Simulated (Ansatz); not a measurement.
Abridged output of a molecular run in Ansatz:

```
Functional definition: HF
836 factors; integrals over basis functions are off by at most 7.5e-4 eV
mean field evaluation 1: about -24025.8738 eV, gradient 1.5e1 eV
mean field evaluation 2: about -24026.0233 eV, gradient 1.5e1 eV
mean field evaluation 4: about -24027.0490 eV, gradient 2.4e0 eV
mean field evaluation 8: about -24027.0731 eV, gradient 1.9e-1 eV
mean field evaluation 16: about -24026.7652 eV, gradient 5.7e0 eV
mean field -24027.07326081 eV, -882.9786561997 hartree, gradient 8.5e-6 eV, S^2 0.000000; 0 other end points of the search recorded, 0 dependent functions left out
11 core orbitals not correlated: weight in the atoms' cores, before any rotation towards them, 1.000 or more for the frozen orbitals, at most 0.000 for the correlated occupied ones
reference -24027.07326081 eV, -882.9786561997 hartree; 9, 9 occupied and 123, 123 virtual orbitals, 836 factors
second order -12.73139582 eV of doubles, -0.00000000 eV of singles
cycle   1  -13.46610288 eV  change   -7.3e-1 eV  update   7.9e-2
cycle   2  -13.79370069 eV  change   -3.3e-1 eV  update   2.3e-2
cycle   3  -13.85623138 eV  change   -6.3e-2 eV  update   1.3e-2
cycle   4  -13.84907939 eV  change    7.2e-3 eV  update   4.0e-3
cycle   5  -13.84804310 eV  change    1.0e-3 eV  update   1.6e-3
cycle   6  -13.84798915 eV  change    5.4e-5 eV  update   4.7e-4
cycle   7  -13.84799795 eV  change   -8.8e-6 eV  update   1.4e-4
cycle   8  -13.84804444 eV  change   -4.6e-5 eV  update   5.8e-5
cycle   9  -13.84804818 eV  change   -3.7e-6 eV  update   2.3e-5
cycle  10  -13.84803836 eV  change    9.8e-6 eV  update   8.6e-6
perturbative correction -0.62648500 eV, -0.0230228992 hartree
Total energy: -24041.54778418 eV, -883.5105851221 hartree
```

Its atoms:

Cartesian coordinates in Å:
```
S 0.508 0.665 1.049
B -0.009 -0.361 -0.309
Cl 0.891 -1.818 -0.646
H -0.447 1.597 0.895
H -0.943 -0.083 -0.989
```

(1) Which basis set was used?
A. def2-TZVPP
B. cc-pV(Q+d)Z
C. def2-QZVPP
D. def2-SVP

(2) Write the keys of the input that set method, charge and spin (a neutral closed shell needs none for the last two).

Answers

(1) A. It gives 143 functions.

(2) 
```yaml
correlation: {method: ccsd_t}
```
